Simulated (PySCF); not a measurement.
Reproducing measurements on C2H6O2S

**Measured values to compare with.**

From NIST CCCBDB Release 22 (SRD 101), experimental dipoles, for the gas: dipole moment (dielectric constant and refractivity) 4.49 D.

NIST CCCBDB Release 22 (SRD 101), experimental polarizabilities lists, for the gas: mean polarisability 8.401 Å³.

How close the calculation comes is told at the end.

C2H6O2S.
Numbering: `[CH3:1][S:2]([CH3:3])(=[O:4])=[O:5]` (hydrogens: H6, H7, H8 on C1; H9, H10, H11 on C3)

Geometry (GFN2-xTB, Å), atoms numbered from 1 in this order:
```
atom  x, y, z in Å
C1     1.324    0.611   -0.039
S2     0.074   -0.621   -0.498
C3    -1.384   -0.094    0.446
O4     0.494   -1.906   -0.015
O5    -0.212   -0.485   -1.898
H6     0.966    1.586   -0.341
H7     2.239    0.367   -0.564
H8     1.480    0.554    1.031
H9    -2.188   -0.785    0.227
H10   -1.651    0.905    0.127
H11   -1.136   -0.128    1.498
```

Runs made with PySCF (gas phase, on this GFN2-xTB geometry; no spin–orbit coupling):

```csv
level,job,basis functions,wall time
wB97X-D/def2-SVPD,"8 singlets by full TDDFT, 3 Tamm–Dancoff triplets, polarisability",161,14 s
```

Hardware: x86-64 server, one thread, no GPU, on a shared host.

## Comparison

**Dipole moment.** Measured: 4.49 D (NIST CCCBDB Release 22 (SRD 101), experimental dipoles).

```tsv
level	computed (D)	computed − measured (D)	% (from the printed values)
wB97X-D/def2-SVPD	4.87	+0.38	+8
```

The computed dipoles belong to one fixed geometry; measured ones are averaged over vibrations unless marked μe. Magnitudes are compared, not signs.

**Mean polarisability.** Measured: 8.401 Å³ (NIST CCCBDB Release 22 (SRD 101), experimental polarizabilities).

| level | computed (Å³) | computed − measured (Å³) | % (from the printed values) |
| --- | --- | --- | --- |
| wB97X-D/def2-SVPD | 7.753 | -0.648 | -8 |

The computed values are static and purely electronic, with core orbitals frozen in the response (1 au = 0.148185 Å³). The table of measured values doesn't say here whether a value is static or optical, or holds a vibrational part.

The geometry is computed, not the measured one. Where a level misses, the cause wasn't examined.
